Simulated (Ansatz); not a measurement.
```yaml
crystal:
  periodic: [false, false, false]
  atoms:
    - {symbol: B, position_ang: [0.000000, 0.000000, 0.000000]}
    - {symbol: As, position_ang: [0.000000, 0.000000, 1.887900]}
basis:
  gaussian: {orbitals: def2-TZVP}
total_charge: 1
magnetization: {spin_polarized: true, initial_magnetization: 1}
hamiltonian: {xc: pbe0}
relax: {f_tol: 0.004, max_steps: 80}
```

```sh
$ ansatz run in.yaml --threads 1 --pin off --events-out ev --progress --plain --max-ram 2176MiB
```

Steps of the relaxation (energy above the last step; positions in Å, forces in eV/Å):

```
2
step 1, 69.3 meV
B     0.000    0.000    0.000    0.000    0.000   -1.647
As    0.000    0.000    1.888    0.000    0.000    1.647
```

```
2
step 2, 11.5 meV
B     0.000    0.000   -0.026    0.000    0.000   -0.613
As    0.000    0.000    1.914    0.000    0.000    0.613
```

```
2
step 3, 0.1 meV
B     0.000    0.000   -0.043    0.000    0.000   -0.062
As    0.000    0.000    1.931    0.000    0.000    0.062
```

```
2
step 4, 0.0 meV
B     0.000    0.000   -0.045    0.000    0.000    0.001
As    0.000    0.000    1.933    0.000    0.000   -0.001
```

Close pairs at the end: B1–As2 1.979 Å.

A stationary point of unrestricted PBE0 after 4 steps, with ⟨S²⟩ = 1.764 against 0.75 for a pure state. 24 s on 1 thread of Intel Xeon 6975P-C, shared host.
